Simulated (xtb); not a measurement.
# BP2H7 (SMILES P[BH2-][PH3+]) at 3 levels

Aim: a comparison of 3 runs (GFN2-xTB, GFN0-xTB, GFN1-xTB) of BP2H7. 

Program for the calculation: xtb 6.7.1.

1 further run of the same task is left out (set aside as unsound or not needed).

## (1) The structure to begin with

BP2H7 has 10 atoms, charge 0, and is taken as a singlet. SMILES: `P[BH2-][PH3+]`. Geometry: relaxed at GFN2-xTB. This is one conformer, not always the lowest.

Bond lengths: P1–B2 1.988 Å, B2–P3 1.921 Å, P1–H4 1.389 Å, P1–H5 1.382 Å, B2–H6 1.184 Å, B2–H7 1.188 Å, P3–H8 1.383 Å, P3–H9 1.379 Å, P3–H10 1.391 Å. Some angles: P1–B2–P3 94.6°, P1–B2–H6 115.8°, P1–B2–H7 111.8°, P3–B2–H6 109.6°, P3–B2–H7 106.6°, B2–P1–H4 97.4°, B2–P1–H5 98.6°, B2–P3–H8 116.2°, B2–P3–H9 115.4°, B2–P3–H10 126.9°.

## (2) Energy and gradient at GFN2-xTB (run 1)

Contents of .CHRG:

```
0
```

Contents of .UHF:

```
0
```

Contents of struc.xyz:

```xyz
10
start
P     -1.58067000     0.33043000    -0.47417000
B      0.34975000     0.77416000    -0.30900000
P      0.75185000    -0.71350000     0.83847000
H     -1.48268000    -0.47680000    -1.60047000
H     -1.98157000     1.42464000    -1.21647000
H      0.98486000     0.69113000    -1.30510000
H      0.52230000     1.75635000     0.33661000
H      0.40347000    -1.96393000     0.36185000
H      0.03501000    -0.76440000     2.01552000
H      1.99769000    -1.05808000     1.35276000
```

Command:

```sh
$ xtb struc.xyz --json --grad --gfn 2 | tee out.txt
```

Output:

```text
* xtb version 6.7.1
[...]
          :  # basis functions                  31          :
[...]
          :  # electrons                        20          :
[...]
          :  Hamiltonian                  GFN2-xTB          :
[...]
          :  net charge                          0          :
          :  unpaired electrons                  0          :
[...]
   *** convergence criteria satisfied after 11 iterations ***
[...]
         ::                     SUMMARY                     ::
         :::::::::::::::::::::::::::::::::::::::::::::::::::::
         :: total energy              -9.813513264342 Eh    ::
         :: gradient norm              0.000390343163 Eh/a0 ::
         :: HOMO-LUMO gap              3.840057048084 eV    ::
         ::.................................................::
         :: SCC energy                -9.894500482513 Eh    ::
         :: -> isotropic ES            0.034876765536 Eh    ::
         :: -> anisotropic ES          0.004005846335 Eh    ::
         :: -> anisotropic XC          0.004819363578 Eh    ::
         :: -> dispersion             -0.006094731474 Eh    ::
         :: repulsion energy           0.080987218171 Eh    ::
         :: add. restraining           0.000000000000 Eh    ::
         :: total charge              -0.000000000000 e     ::
         :::::::::::::::::::::::::::::::::::::::::::::::::::::
[...]
        10        2.0000           -0.3539615              -9.6318 (HOMO)
        11                         -0.2128420              -5.7917 (LUMO)
[...]
          | TOTAL ENERGY               -9.813513264342 Eh   |
          | GRADIENT NORM               0.000390343163 Eh/α |
          | HOMO-LUMO GAP               3.840057048084 eV   |
           -------------------------------------------------
[...]
```

Standard error:

```text
normal termination of xtb
```

Run time: 0.034 s. Hardware: 1 thread of Intel Xeon Platinum 8375C at 2.90GHz (Ice Lake), shared host.

## (3) Energy and forces at GFN0-xTB (run 2)

.CHRG is that of step 2.

.UHF is that of step 2.

Contents of input.xyz:

```xyz
10
BH7P2
P     -1.580670     0.330430    -0.474170
B      0.349750     0.774160    -0.309000
P      0.751850    -0.713500     0.838470
H     -1.482680    -0.476800    -1.600470
H     -1.981570     1.424640    -1.216470
H      0.984860     0.691130    -1.305100
H      0.522300     1.756350     0.336610
H      0.403470    -1.963930     0.361850
H      0.035010    -0.764400     2.015520
H      1.997690    -1.058080     1.352760
```

Command:

```sh
$ xtb input.xyz --grad --gfn0 --parallel 1 > run.log
```

Output:

```text
* xtb version 6.7.1
[...]
          :  # basis functions                  38          :
[...]
          :  # electrons                        20          :
[...]
 Zeroth order Hamiltonian       ...        0 min,  0.000 sec ( 11.750%)
[...]
         ::                     SUMMARY                     ::
         :::::::::::::::::::::::::::::::::::::::::::::::::::::
         :: total energy             -10.066537210625 Eh    ::
         :: gradient norm              0.020283331456 Eh/a0 ::
         :: HOMO-LUMO gap              4.589211065959 eV    ::
         ::.................................................::
         :: H0 energy                -10.140961324491 Eh    ::
         :: repulsion energy           0.105227304221 Eh    ::
         :: electrostat energy        -0.028286817406 Eh    ::
         :: -> Gsolv                   0.000000000000 Eh    ::
         ::    -> Gsasa                0.000000000000 Eh    ::
         ::    -> Gshift               0.000000000000 Eh    ::
         :: dispersion energy         -0.002516372949 Eh    ::
         :: short-range corr.          0.000000000000 Eh    ::
         :: add. restraining           0.000000000000 Eh    ::
         :: total charge              -0.000000000000 e     ::
         :::::::::::::::::::::::::::::::::::::::::::::::::::::
[...]
        10        2.0000           -0.3922686             -10.6742 (HOMO)
        11                         -0.2236182              -6.0850 (LUMO)
[...]
          | TOTAL ENERGY              -10.066537210625 Eh   |
          | GRADIENT NORM               0.020283331456 Eh/α |
          | HOMO-LUMO GAP               4.589211065959 eV   |
           -------------------------------------------------
[...]
```

Standard error:

```text
normal termination of xtb
```

Run time: 0.034 s. Hardware: 1 thread of Intel Xeon Platinum 8375C at 2.90GHz (Ice Lake), shared host.

## (4) Energy and gradient at GFN1-xTB (run 3)

.CHRG is that of step 3.

.UHF is that of step 3.

Changes to struc.xyz since step 2:

```diff
@@ -1,3 +1,3 @@
 10
-start
+
 P     -1.58067000     0.33043000    -0.47417000
```

Command:

```sh
$ xtb struc.xyz --grad --json --gfn 1 | tee out.txt
```

Output:

```text
* xtb version 6.7.1
[...]
          :  # basis functions                  38          :
[...]
          :  # electrons                        20          :
[...]
          :  Hamiltonian                  GFN1-xTB          :
[...]
          :  net charge                          0          :
          :  unpaired electrons                  0          :
[...]
   *** convergence criteria satisfied after 11 iterations ***
[...]
         ::                     SUMMARY                     ::
         :::::::::::::::::::::::::::::::::::::::::::::::::::::
         :: total energy             -10.402730915300 Eh    ::
         :: gradient norm              0.026715196925 Eh/a0 ::
         :: HOMO-LUMO gap              4.700965419630 eV    ::
         ::.................................................::
         :: SCC energy               -10.489812965882 Eh    ::
         :: -> electrostatic           0.007631901236 Eh    ::
         :: repulsion energy           0.090643612085 Eh    ::
         :: dispersion energy         -0.003561561502 Eh    ::
         :: halogen bond corr.         0.000000000000 Eh    ::
         :: add. restraining           0.000000000000 Eh    ::
         :: total charge               0.000000000000 e     ::
         :::::::::::::::::::::::::::::::::::::::::::::::::::::
[...]
        10        2.0000           -0.3675666             -10.0020 (HOMO)
        11                         -0.1948093              -5.3010 (LUMO)
[...]
          | TOTAL ENERGY              -10.402730915300 Eh   |
          | GRADIENT NORM               0.026715196925 Eh/α |
          | HOMO-LUMO GAP               4.700965419630 eV   |
           -------------------------------------------------
[...]
```

Standard error:

```text
normal termination of xtb
```

Wall time 0.034 s (1 thread of Intel Xeon Platinum 8375C at 2.90GHz (Ice Lake), shared host).

## (5) The series

| run | level | energy (Eh) | dipole moment (D) | HOMO energy (eV) | LUMO energy (eV) | wall time |
| --- | --- | --- | --- | --- | --- | --- |
| 1 | GFN2-xTB | -9.813513 | 3.73 | -9.63 | -5.79 | 0.034 s |
| 2 | GFN0-xTB | -10.066537 | 5.66 | -10.67 | -6.08 | 0.034 s |
| 3 | GFN1-xTB | -10.402731 | 3.89 | -10.00 | -5.30 | 0.034 s |

## (6) Results

| quantity | value |
| --- | --- |
| run 3: total energy | -10.40273 Eh |
| run 3: dipole moment | 3.89 D |
| run 3: HOMO energy | -10.00 eV |
| run 3: LUMO energy | -5.30 eV |
| run 3: HOMO–LUMO gap | 4.70 eV |
| run 3: dispersion energy | -9.35 kJ/mol |
| run 3: largest force on an atom | 0.773 eV/Å |

The dipole moment (its size) runs from 3.73 D (GFN2-xTB) to 5.66 D (GFN0-xTB). The HOMO–LUMO gap runs from 3.84 eV (GFN2-xTB) to 4.70 eV (GFN1-xTB). Force-field and semi-empirical energies have zeros of their own, so their totals don't compare. All runs together took 0.1 s, the longest 0.034 s.
